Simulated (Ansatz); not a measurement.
# FH2NaSi: one structure at several levels

Aim: energy, forces and dipole at a structure displaced at random from a GFN2-xTB minimum, from CCSD(T) and from density functionals.

The runs use Ansatz 0.2.0, Gaussian basis; single points in def2-TZVPP.

Cores are frozen in the correlated methods. The outer core shell of Li, Na, Mg and K is correlated.

## (1) Where the work starts

SMILES `F[SiH2][Na]`, 5 atoms, charge 0, spin multiplicity 1.

Atoms are counted from 1 here; the program's logs count them from 0.

Bond lengths: Si2–Na3 2.677 Å, Si2–H4 1.396 Å, Si2–H5 1.387 Å. Angles: Na3–Si2–H4 118.4°, Na3–Si2–H5 136.2°, H4–Si2–H5 103.8°.

Geometry (Å):

```xyz
5
charge 0, multiplicity 1
F    -1.1180   -0.1056    1.2191
Si    0.0533    0.1487   -0.2592
Na    1.9503   -1.6313    0.3709
H    -0.9485   -0.2378   -1.1511
H    -0.0970    1.5242   -0.1689
```

## (2) CCSD(T)/def2-TZVPP

Contents of run/in.yaml:

```yaml
crystal:
  periodic: [false, false, false]
  atoms:
    - {symbol: F, position_ang: [-1.118000, -0.105600, 1.219100]}
    - {symbol: Si, position_ang: [0.053300, 0.148700, -0.259200]}
    - {symbol: Na, position_ang: [1.950300, -1.631300, 0.370900]}
    - {symbol: H, position_ang: [-0.948500, -0.237800, -1.151100]}
    - {symbol: H, position_ang: [-0.097000, 1.524200, -0.168900]}
basis:
  gaussian: {orbitals: def2-TZVPP}
correlation: {method: ccsd_t}
output: {forces: true}
```

The command line of these runs was not kept.

## (3) PBE0-D4/def2-TZVPP

Changes to run/in.yaml since step 2:

```diff
@@ -10,3 +10,3 @@
   gaussian: {orbitals: def2-TZVPP}
-correlation: {method: ccsd_t}
-output: {forces: true}
+hamiltonian: {xc: pbe0, dispersion: d4}
+output: {forces: true, orbitals: {seedname: orbitals}}
```

## (4) wB97M-V/def2-TZVPP

Changes to run/in.yaml since step 3:

```diff
@@ -10,3 +10,3 @@
   gaussian: {orbitals: def2-TZVPP}
-hamiltonian: {xc: pbe0, dispersion: d4}
-output: {forces: true, orbitals: {seedname: orbitals}}
+hamiltonian: {xc: {name: wB97M-V}}
+output: {forces: true}
```

## (5) r2SCAN-D4/def2-TZVPP

Changes to run/in.yaml since step 4:

```diff
@@ -10,3 +10,3 @@
   gaussian: {orbitals: def2-TZVPP}
-hamiltonian: {xc: {name: wB97M-V}}
+hamiltonian: {xc: r2scan, dispersion: d4}
 output: {forces: true}
```

## (6) PBE-D4/def2-TZVPP

Changes to run/in.yaml since step 5:

```diff
@@ -10,3 +10,3 @@
   gaussian: {orbitals: def2-TZVPP}
-hamiltonian: {xc: r2scan, dispersion: d4}
+hamiltonian: {xc: pbe, dispersion: d4}
 output: {forces: true}
```

## (7) BLYP-D4/def2-TZVPP

Changes to run/in.yaml since step 6:

```diff
@@ -10,3 +10,3 @@
   gaussian: {orbitals: def2-TZVPP}
-hamiltonian: {xc: pbe, dispersion: d4}
+hamiltonian: {xc: {name: BLYP}, dispersion: d4}
 output: {forces: true}
```

## (8) SPW92/def2-TZVPP

Changes to run/in.yaml since step 7:

```diff
@@ -10,3 +10,3 @@
   gaussian: {orbitals: def2-TZVPP}
-hamiltonian: {xc: {name: BLYP}, dispersion: d4}
+hamiltonian: {xc: lda}
 output: {forces: true}
```

(Steps that only read results are left out.)

What does the calculation give? Wanted: energy less free atoms, CCSD(T)/def2-TZVPP; RMS force component; RMS force error; HOMO and LUMO, PBE0-D4; T1 diagnostic.

As calculated:

| quantity | value |
| --- | --- |
| energy less free atoms, CCSD(T)/def2-TZVPP | -12.715 eV |
| RMS force component | 1.483 to 1.655 eV/Å over the methods |
| RMS force error | PBE0-D4 0.045, wB97M-V 0.050, r2SCAN-D4 0.064, PBE-D4 0.182, BLYP-D4 0.194, SPW92 0.151 eV/Å |
| HOMO and LUMO, PBE0-D4 | -5.66 and -1.74 eV |
| T1 diagnostic | 0.012 |

**Reading.** Against CCSD(T) the functionals' energies less atoms differ by -2.036 to -0.049 eV, PBE-D4 by -0.387 eV. CCSD(T) in triple zeta still lacks some correlation energy of the bonds, so part of these gaps is its own basis error and they don't rank the functionals. The forces of PBE0-D4 come nearest to CCSD(T), those of BLYP-D4 are farthest. Frozen-core CCSD(T) forces in triple zeta carry basis errors of their own, and this is one geometry, so small gaps rank nothing.
